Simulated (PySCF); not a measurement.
Consider methyl radical, `[CH3]` (CH3•, doublet). Coordinates in Å; atoms count from 1 in this order:
```
C     0.0053    0.0024   -0.0114
H     1.0862   -0.1405   -0.0297
H    -0.6586   -0.8624    0.0126
H    -0.4117    1.0099   -0.0168
```

These are calculated values, PBE0-D3(BJ)/ma-def2-TZVP in PySCF (grid level 2) at geometries from PBE0-D3(BJ)/ma-def2-SVP. The prefix ma- adds one diffuse s and one diffuse p function on all atoms but H. Zero-point and thermal terms (298.15 K, 1 bar) come from unscaled PBE0-D3(BJ)/ma-def2-SVP harmonic frequencies, with soft modes damped to free rotors in the entropy.

**Question.** What are the vertical and the adiabatic ionisation energy for forming the singlet cation?

**Answer.** 9.95 eV vertical and 9.99 eV adiabatic, the latter with zero-point energy, which puts it above the vertical value.

---

Consider methylenimine, `C=N` (CH3N). Atom numbers as in the mapped SMILES `[CH2:1]=[NH:2]`.

Computed at PBE0-D3(BJ)/ma-def2-TZVP // PBE0-D3(BJ)/ma-def2-SVP with PySCF (density fitting, grid level 2). The prefix ma- adds one diffuse s and one diffuse p function on all atoms but H. Zero-point and thermal terms (298.15 K, 1 bar) come from unscaled PBE0-D3(BJ)/ma-def2-SVP harmonic frequencies, with soft modes damped to free rotors in the entropy.

(1) What are the vertical and the adiabatic ionisation energy for forming the radical cation?

(2) Where does the unpaired spin of the relaxed radical cation sit?

(3) How far is −ε(HOMO) from the vertical value by ΔSCF?

## Answers

(1) 10.53 eV vertical and 9.70 eV adiabatic, the latter with zero-point energy.

(2) N2 (imine nitrogen) 0.95, C1 (imine carbon) -0.12, H (on C1) 0.11 (intrinsic atomic orbital populations).

(3) −ε(HOMO) = 7.83 eV, which is 2.70 eV below the ΔSCF value.

---

Consider aminomethylium, `C=[NH2+]` ([CH4N]+). Atom numbers as in the mapped SMILES `[CH2:1]=[NH2+:2]`.

Computed at PBE0-D3(BJ)/ma-def2-TZVP // PBE0-D3(BJ)/def2-SVP with PySCF (density fitting, grid level 2). The prefix ma- adds one diffuse s and one diffuse p function on all atoms but H. Thermal corrections: PBE0-D3(BJ)/def2-SVP frequencies, unscaled, ideal gas at 298.15 K and 1 bar, quasi-RRHO entropy.

(1) What are the vertical and the adiabatic recombination energy for forming the radical?

(2) Where does the unpaired spin of the relaxed radical sit?

## Answers

(1) 5.91 eV vertical and 6.38 eV adiabatic, the latter with zero-point energy.

(2) C1 (imine carbon) 0.83, N2 (amine nitrogen) 0.21 (intrinsic atomic orbital populations).
